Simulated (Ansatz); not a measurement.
Born–Oppenheimer molecular dynamics of C$_{4}$H$_{5}$FO (11 atoms, charge 0, multiplicity 1). It starts from a relaxed structure.

These are results of RKS B3LYP-D4/STO-3G in Ansatz, not measurements.

| Quantity | Value |
| --- | --- |
| ensemble | NVT, Nosé–Hoover chain |
| time step | 0.5 fs |
| steps asked | 166 |
| set temperature | 300 K |
| thermostat | time constant 100 fs, chain length 3 (defaults) |
| seed | 938136 |

First frame:

```xyz
11
Properties=species:S:1:pos:R:3
O 1.088 -1.803 0.582
C -0.183 -1.080 0.490
F -0.902 -1.481 -0.656
C 0.015 0.489 0.455
C 0.367 1.185 -0.853
C -0.865 1.352 -0.440
H 1.608 -1.411 -0.215
H -0.744 -1.371 1.421
H 0.395 0.892 1.412
H 1.144 1.384 -1.594
H -1.857 1.787 -0.581
```

Task: How far do the bonds stretch over the last three quarters of this one trajectory? (Pairs bonded in most of those frames.)

Result: 
| bond | mean (Å) | spread (Å) | shortest | longest |
| --- | --- | --- | --- | --- |
| O1–C2 | 1.471 | 0.014 | 1.44 | 1.50 |
| O1–H7 | 1.030 | 0.017 | 1.00 | 1.06 |
| C2–F3 | 1.415 | 0.024 | 1.38 | 1.46 |
| C2–C4 | 1.592 | 0.037 | 1.52 | 1.64 |
| C2–H8 | 1.126 | 0.023 | 1.09 | 1.16 |
| C4–C5 | 1.528 | 0.016 | 1.51 | 1.56 |
| C4–C6 | 1.524 | 0.023 | 1.48 | 1.56 |
| C4–H9 | 1.107 | 0.010 | 1.09 | 1.12 |
| C5–C6 | 1.312 | 0.009 | 1.30 | 1.33 |
| C5–H10 | 1.093 | 0.012 | 1.07 | 1.11 |
| C6–H11 | 1.094 | 0.018 | 1.07 | 1.12 |

Mean temperature of the second half: 177 K. The conserved energy stayed within 0.15 meV per atom of its start (net change 0.099 meV per atom), so the integration is sound. The mean temperature of the second half is 41 % below the set value. A run of 0.083 ps of so small a system gives no equilibrium averages. Limits of this set-up: minimal basis.

Time of the run: 10 min on 1 thread of Intel(R) Xeon(R) Processor @ 2.50GHz (Skylake/Cascade Lake), on a shared host, peak memory 0.1 GiB.
